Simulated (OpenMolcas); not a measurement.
# C2F3N (SMILES N#CC(F)(F)F) at 6 levels

Aim: a comparison of 6 runs (B2PLYP/cc-pVDZ, B3LYP/cc-pVDZ, PBE/cc-pVDZ, PBE0/cc-pVDZ, r2SCAN/cc-pVDZ, MP2/cc-pVDZ) of C2F3N. 

The results are computed with OpenMolcas 26.06.

### Step 1. Starting point

C2F3N: 6 atoms, total charge 0, spin state singlet. SMILES: `N#CC(F)(F)F`. The coordinates come from a PBE0-D4/def2-TZVP relaxation.

Bond lengths: N1–C2 1.146 Å, C2–C3 1.481 Å, C3–F4 1.326 Å, C3–F5 1.326 Å, C3–F6 1.326 Å. Angles: N1–C2–C3 180.0°, C2–C3–F4 110.1°, C2–C3–F5 110.1°, C2–C3–F6 110.1°, F4–C3–F5 108.8°, F4–C3–F6 108.8°, F5–C3–F6 108.8°.

### Step 2. A single-point energy at B2PLYP/cc-pVDZ (run 1)

Input file calc.inp:

```
&gateway
baslib=$CurrDir
coord
6
angstrom
N        1.022100      -1.705100       0.893500
C        0.486200      -0.810600       0.417800
C       -0.206400       0.345600      -0.197200
F       -1.316000      -0.055800      -0.802300
F        0.581500       0.927000      -1.091500
F       -0.525200       1.234800       0.733600
basis=cc-pVDZ
group=NoSym
&seward
gridinput
Grid=UltraFine
End of Grid
&scf
ksdft=B2PLYP_SCF
thresholds=1e-10 1e-07 1e-07 1e-05
prorbitals=1 1
&mbpt2
frozen=6
```

The basis set cc-pVDZ is read from a file made from the Basis Set Exchange's data (not shown).

Run with:

```
export MOLCAS_MEM=1860
pymolcas calc.inp > calc.log
```

What it wrote:

```text
--- Start Module: gateway ---
[...]
--- Stop Module: gateway /rc=_RC_ALL_IS_WELL_ ---
[...]
      Basis functions           84
[...]
--- Start Module: scf ---
[...]
       Convergence after  13 Iterations
[...]
::    Total KS-DFT energy                            -429.8330536895
[...]
      Total spin, S                                     0.0000000000
[...]
      Total electronic charge=   46.000000
      Total            charge=   -0.000000
[...]
      Dipole Moment (debye):
      Origin of the operator (angstrom)=   -0.0659    0.1111   -0.0725
                   X= -5.8024E-01               Y=  9.6834E-01               Z= -5.1533E-01           Total=  1.2409E+00
      Quadrupole Moment (debye*angstrom):
[...]
--- Stop Module: scf /rc=_RC_ALL_IS_WELL_ ---
[...]
--- Start Module: mbpt2 ---
[...]
 ###    WARNING: MP2 implementation intended for RHF references only         ###
 ###############################################################################
MBPT2 WARNING: Reference function according to RunFile:KS-DFT
I'll assume you know what you're doing and continue
WARNING!
Default frozen orbitals as non valence orbitals is overwritten by user input.
Default values:   6
[...]
       Reference weight ( Cref**2 )         =        0.71437
::    Total MBPT2 energy                             -430.9988905041
[...]
      Total MBPT2 calculations                           0.29      0.33
--- Stop Module: mbpt2 /rc=_RC_ALL_IS_WELL_ ---
[...]
```

Run time: 20 s. Hardware: 1 thread of Arm Neoverse V1, shared host; peak memory 0.46 GiB.

### Step 3. Energy and forces at B3LYP/cc-pVDZ (run 2)

Input file struct.xyz:

```xyz
6

N      1.022100    -1.705100     0.893500
C      0.486200    -0.810600     0.417800
C     -0.206400     0.345600    -0.197200
F     -1.316000    -0.055800    -0.802300
F      0.581500     0.927000    -1.091500
F     -0.525200     1.234800     0.733600
```

Input file test.inp:

```
&GATEWAY
BasLib=$CurrDir
Coord=struct.xyz
Basis=cc-pVDZ
Group=NoSym
&SEWARD
GridInput
Grid=UltraFine
End of Grid
&SCF
KSDFT=B3LYP
Thresholds=1e-10 1e-07 1e-07 1e-05
PrOrbitals=1 1
&ALASKA
```

The basis set cc-pVDZ is read from a file made from the Basis Set Exchange's data (not shown).

Run with:

```
export MOLCAS_MEM=1860
pymolcas test.inp > test.log
```

What it wrote:

```text
--- Start Module: gateway ---
[...]
--- Stop Module: gateway /rc=_RC_ALL_IS_WELL_ ---
[...]
      Basis functions           84
[...]
--- Start Module: scf ---
[...]
       Convergence after  14 Iterations
[...]
::    Total KS-DFT energy                            -430.4756325867
[...]
      Total spin, S                                     0.0000000000
[...]
      Total electronic charge=   46.000000
      Total            charge=   -0.000000
[...]
      Dipole Moment (debye):
      Origin of the operator (angstrom)=   -0.0659    0.1111   -0.0725
                   X= -6.1540E-01               Y=  1.0270E+00               Z= -5.4654E-01           Total=  1.3161E+00
      Quadrupole Moment (debye*angstrom):
[...]
--- Stop Module: scf /rc=_RC_ALL_IS_WELL_ ---
[...]
--- Start Module: alaska ---
[...]
 *              Molecular gradients               *
 **************************************************
  Irreducible representation: a
 ------------------------------------------------------------------------------------------
                              X                       Y                       Z
 ------------------------------------------------------------------------------------------
  N1               -1.45201376348396E-02    2.42394415025693E-02   -1.28933042217447E-02
  C2                1.25266161009763E-02   -2.09157279205421E-02    1.11302821562234E-02
  C3               -3.98580929014014E-03    6.62923847186025E-03   -3.57211917706324E-03
  F4                1.05981515032880E-02    3.94869509525986E-03    5.76611397693405E-03
  F5               -7.59966860839789E-03   -5.48449140263507E-03    8.50839387734936E-03
  F6                2.98084792914999E-03   -8.41715574657798E-03   -8.93936661165284E-03
 ------------------------------------------------------------------------------------------
[...]
```

Run time: 27 s. Hardware: 1 thread of Arm Neoverse V1, shared host; peak memory 0.46 GiB.

Runs 3 to 4 aren't shown in full; the table further down has their settings and results.

### Step 4. Energy and gradient at r2SCAN/cc-pVDZ (run 5)

Input file test.input:

```
&GATEWAY
  BasLib=$CurrDir
  BasisSet
  N.cc-pVDZ....
  N1 1.022100 -1.705100 0.893500 angstrom
  End of Basis
  BasisSet
  C.cc-pVDZ....
  C2 0.486200 -0.810600 0.417800 angstrom
  C3 -0.206400 0.345600 -0.197200 angstrom
  End of Basis
  BasisSet
  F.cc-pVDZ....
  F4 -1.316000 -0.055800 -0.802300 angstrom
  F5 0.581500 0.927000 -1.091500 angstrom
  F6 -0.525200 1.234800 0.733600 angstrom
  End of Basis

&SEWARD
  GridInput
  Grid=UltraFine
  End of Grid

&SCF
  KSDFT=2
  1.0 MGGA_X_R2SCAN
  1.0 MGGA_C_R2SCAN
  Thresholds=1e-10 1e-07 1e-07 1e-05
  PrOrbitals=1 1

&ALASKA
```

The basis set cc-pVDZ is read from a file made from the Basis Set Exchange's data (not shown).

Run with:

```
export MOLCAS_MEM=1860
pymolcas test.input > test.log
```

What it wrote:

```text
--- Start Module: gateway ---
[...]
--- Stop Module: gateway /rc=_RC_ALL_IS_WELL_ ---
[...]
      Basis functions           84
[...]
--- Start Module: scf ---
[...]
       Convergence after  15 Iterations
[...]
::    Total KS-DFT energy                            -430.2914562794
[...]
      Total spin, S                                     0.0000000000
[...]
      Total electronic charge=   46.000000
      Total            charge=   -0.000000
[...]
      Dipole Moment (debye):
      Origin of the operator (angstrom)=   -0.0659    0.1111   -0.0725
                   X= -6.6186E-01               Y=  1.1046E+00               Z= -5.8781E-01           Total=  1.4155E+00
      Quadrupole Moment (debye*angstrom):
[...]
--- Stop Module: scf /rc=_RC_ALL_IS_WELL_ ---
[...]
--- Start Module: alaska ---
[...]
 *              Molecular gradients               *
 **************************************************
  Irreducible representation: a
 ------------------------------------------------------------------------------------------
                              X                       Y                       Z
 ------------------------------------------------------------------------------------------
  N1               -1.97766193129869E-02    3.30132853842073E-02   -1.75592041414898E-02
  C2                1.89266978963305E-02   -3.15989917099122E-02    1.68113139848831E-02
  C3               -4.65195547269848E-03    7.74789100628093E-03   -4.15933754677811E-03
  F4                1.00406661232739E-02    3.88059913544225E-03    5.44337330264888E-03
  F5               -7.31811257696435E-03   -5.12236334589744E-03    8.05544512698475E-03
  F6                2.77932334310282E-03   -7.92042047017461E-03   -8.59159072629012E-03
 ------------------------------------------------------------------------------------------
[...]
```

It took 38 s on 1 thread of Arm Neoverse V1, shared host; peak memory 0.46 GiB.

### Step 5. A single-point energy at MP2/cc-pVDZ (run 6)

Input file mol.inp:

```
&GATEWAY
  BasLib=$CurrDir
  Coord
  6
  angstrom
  N        1.022100      -1.705100       0.893500
  C        0.486200      -0.810600       0.417800
  C       -0.206400       0.345600      -0.197200
  F       -1.316000      -0.055800      -0.802300
  F        0.581500       0.927000      -1.091500
  F       -0.525200       1.234800       0.733600
  Basis=cc-pVDZ
  Group=NoSym

&SEWARD

&SCF
  Thresholds=1e-10 1e-07 1e-07 1e-05
  PrOrbitals=1 1

&MBPT2
  Frozen=6
```

The basis set cc-pVDZ is read from a file made from the Basis Set Exchange's data (not shown).

Run with:

```
export MOLCAS_MEM=1860
pymolcas mol.inp > mol.log
```

What it wrote:

```text
--- Start Module: gateway ---
[...]
--- Stop Module: gateway /rc=_RC_ALL_IS_WELL_ ---
[...]
      Basis functions           84
[...]
--- Start Module: scf ---
[...]
       Convergence after  17 Iterations
[...]
::    Total SCF energy                               -428.5030088533
[...]
      Total spin, S                                     0.0000000000
[...]
      Total electronic charge=   46.000000
      Total            charge=   -0.000000
[...]
      Dipole Moment (debye):
      Origin of the operator (angstrom)=   -0.0659    0.1111   -0.0725
                   X= -5.6801E-01               Y=  9.4792E-01               Z= -5.0448E-01           Total=  1.2148E+00
      Quadrupole Moment (debye*angstrom):
[...]
--- Stop Module: scf /rc=_RC_ALL_IS_WELL_ ---
[...]
--- Start Module: mbpt2 ---
[...]
WARNING!
Default frozen orbitals as non valence orbitals is overwritten by user input.
Default values:   6
[...]
       Reference weight ( Cref**2 )         =        0.79782
::    Total MBPT2 energy                             -429.4619016546
[...]
      Total MBPT2 calculations                           0.28      0.33
--- Stop Module: mbpt2 /rc=_RC_ALL_IS_WELL_ ---
[...]
```

It took 6.6 s on 1 thread of Arm Neoverse V1, shared host; peak memory 0.46 GiB.

### Step 6. Overview of the runs

```tsv
run	level	task	frozen core orbitals	energy (Eh)	dipole moment (D) of the reference	HOMO energy (eV)	LUMO energy (eV)	wall time
1	B2PLYP/cc-pVDZ	energy	6	-430.147830	1.24	-12.21	1.16	20 s
2	B3LYP/cc-pVDZ	gradient	–	-430.475633	1.32	-10.58	-0.68	27 s
3	PBE/cc-pVDZ	gradient	–	-430.052118	1.44	-9.29	-1.50	40 s
4	PBE0/cc-pVDZ	gradient	–	-430.051909	1.33	-10.93	-0.46	26 s
5	r2SCAN/cc-pVDZ	gradient	–	-430.291456	1.42	-9.78	-1.41	38 s
6	MP2/cc-pVDZ	energy	6	-429.461902	1.21	-14.40	3.87	6.6 s
```

### Step 7. Results

| quantity | value |
| --- | --- |
| run 6: total energy | -429.46190 Eh |
| run 6: dipole moment (mean-field density) | 1.21 D |
| run 6: HOMO energy (Hartree–Fock orbitals) | -14.40 eV |
| run 6: LUMO energy (Hartree–Fock orbitals) | 3.87 eV |
| run 6: HOMO–LUMO gap (Hartree–Fock orbitals) | 18.27 eV |
| run 6: correlation energy (6 core orbitals frozen) | -958.9 mEh |

What this shows: Over runs 1, 2, 3, 4, 5 the dipole moment (its size) runs from 1.24 D (B2PLYP/cc-pVDZ) to 1.44 D (PBE/cc-pVDZ). A double hybrid's value is that of its SCF part. Over runs 1, 2, 3, 4, 5 the HOMO–LUMO gap runs from 7.79 eV (PBE/cc-pVDZ) to 13.37 eV (B2PLYP/cc-pVDZ). For B2PLYP the log adds the whole second-order term; the table takes 0.27 of it, as the functional is defined. Totals of different functionals can't be ranked against each other. All runs together took 2.6 min, the longest 40 s.
